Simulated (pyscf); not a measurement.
Optimised with ωB97X-D3(BJ)/def2-SVP in PySCF. Correlated levels are frozen-core, on RHF or UHF. ΔMP2 is the change of the MP2 total energy from the triple- to the quadruple-zeta basis.

Problem. For the elementary gas-phase step GeH₂ (SMILES [GeH2]) [singlet] + HCl (SMILES Cl) + HCl (SMILES Cl) → Cl–GeH₃ (SMILES [Cl][GeH3]) + HCl (SMILES Cl) (singlet surface; Cl–H, Cl–H broken, Cl–Ge, Ge–H, Cl–H formed), what barrier and reaction energy does CCSD(T)/def2-TZVPP + ΔMP2(QZVPP) give, measured from the separated reactants?

Solution. ΔE‡ = -41.3 kJ/mol, ΔE = -238.6 kJ/mol. Zero-point energy shifts the barrier by +10.5 kJ/mol. It is a multi-bond step, with an imaginary mode of 764i cm⁻¹. On the reactant side the descent ends in an adduct with a Cl–Ge contact, 73.9 kJ/mol under the separated species and 7.9 kJ/mol under the saddle at ωB97X-D3(BJ)/def2-TZVP. At CCSD(T) the saddle lies under the separated reactants, which points to a path from their complex (located at ωB97X-D3(BJ) alone). What is counted as formed (Cl–Ge) is already present as a longer contact in the reactant adduct; forming that adduct is a step of its own. At ωB97X-D3(BJ)/def2-TZVP the barrier from the zero used here is -65.9 kJ/mol. This is the saddle that the search found; another between the same sides may lie lower. The CCSD(T) − MP2 part came from Ansatz, without density fitting, on the same reference. The frozen core leaves the outer d or s,p core shells of the metals and heavy elements correlated in the MP2 and CC values, and def2-TZVPP describes them poorly, which can shift differences by a few kcal/mol. Elements up to Kr have no core potential and no relativistic terms here.
